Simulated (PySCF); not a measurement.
C₄H₅F.
SMILES with atom numbers: `[F:1][C@:2]12[CH2:3][C@H:4]1[CH2:5]2` (hydrogens: H6, H7 on C3; H8 on C4; H9, H10 on C5)

Level of theory: PBE0-D3(BJ)/def2-SVP geometry optimisation, gas phase (PySCF 2.14.0).

Task: What internal coordinates does the optimisation give?

Result: 
```csv
bond,length (Å),order
F1–C2,1.334,single
"C2–C3, C2–C5",1.477,single
"C3–C4, C4–C5",1.508,single
C2–C4,1.459,single
"C3–H6, C5–H10",1.096,single
"C3–H7, C5–H9",1.101,single
C4–H8,1.088,single
```

Bonds in one row agree within 0.01 Å and their mean is given. Orders are formal, as drawn. A selection of angles:
```csv
angle,degrees
F1–C2–C3,129.2
F1–C2–C4,133.5
C3–C2–C4,61.8
C3–C2–C5,101.5
C2–C3–C4,58.5
C2–C3–H6,115.5
C2–C3–H7,121.0
C4–C3–H6,115.5
C4–C3–H7,120.6
H6–C3–H7,114.5
C3–C4–C5,98.6
C3–C4–H8,130.2
C2–C4–C3,59.6
C2–C4–H8,133.8
H9–C5–H10,114.5
```

Dihedral angles: F1–C2–C3–C4 -125° (anticlinal); C2–C3–C4–C5 -47° (synclinal); C3–C4–C5–C2 47° (synclinal); F1–C2–C4–C3 119° (anticlinal); F1–C2–C5–C4 125° (anticlinal).

The 5 C–C bonds span 1.459 Å (C2–C4, drawn single) to 1.508 Å (C3–C4, drawn single), a spread of 0.049 Å. The 3-membered ring C2–C3–C4 has internal angles of 58.5° to 61.8°. The 3-membered ring C2–C4–C5 has internal angles of 58.5° to 61.8°.

Point group: Cs (tolerance 0.08 Å). No PBE0-D3(BJ)/def2-SVP frequencies stand behind this structure, so it isn't proved a minimum.

The run took 44 s wall on Arm Neoverse N1, one thread, on a shared host, and the process peaked at 0.40 GiB of memory. These figures are those of the optimisation.
